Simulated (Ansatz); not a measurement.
# C3H3FO: the cost of one run

Computed with Ansatz 0.2.0, Gaussian basis. Level: the settings change from run to run.

## Step 1: The geometry

The structure was relaxed beforehand with PBE0-D4 in a triple-zeta def2 set.

SMILES `C#COCF`, 8 atoms, charge 0, spin multiplicity 1.

Atoms are counted from 1 here; the program's logs count them from 0.

Bond lengths: C1–C2 1.198 Å, C1–H6 1.063 Å, C2–O3 1.295 Å, O3–C4 1.421 Å, C4–F5 1.343 Å, C4–H7 1.094 Å, C4–H8 1.094 Å. Angles: C2–C1–H6 178.9°, C1–C2–O3 179.3°, C2–O3–C4 113.7°, O3–C4–F5 106.0°, O3–C4–H7 109.4°, O3–C4–H8 109.4°, F5–C4–H7 109.8°, F5–C4–H8 109.8°, H7–C4–H8 112.3°.

## Step 2: BHLYP/def2-TZVPD

Options: charge -1, multiplicity 2, atoms shaken by 0.03 Å, D4 dispersion.

File in.yaml:

```yaml
crystal:
  periodic: [false, false, false]
  atoms:
    - {symbol: C, position_ang: [-1.962333, -0.472017, 0.451119]}
    - {symbol: C, position_ang: [-1.086585, 0.081730, -0.025445]}
    - {symbol: O, position_ang: [-0.004712, 0.783562, -0.587110]}
    - {symbol: C, position_ang: [1.211502, 0.149686, -0.260153]}
    - {symbol: F, position_ang: [2.084358, 0.990098, -0.830417]}
    - {symbol: H, position_ang: [-2.829441, -1.004828, 0.878528]}
    - {symbol: H, position_ang: [1.360997, 0.326182, 0.865724]}
    - {symbol: H, position_ang: [1.285933, -0.799974, -0.559252]}
basis:
  gaussian: {orbitals: def2-TZVPD}
total_charge: -1
magnetization: {spin_polarized: true, initial_magnetization: 1}
hamiltonian: {xc: {name: BHLYP}, dispersion: d4}
output: {forces: true}
```

The run is started by

```sh
$ ansatz run in.yaml --threads 2 --pin off --events-out ev --progress --plain --max-ram 4352MiB
```

What time and memory should one allow on 2 threads of Arm Neoverse V2, shared host?

About 15 s, with a peak of 0.59 GiB.
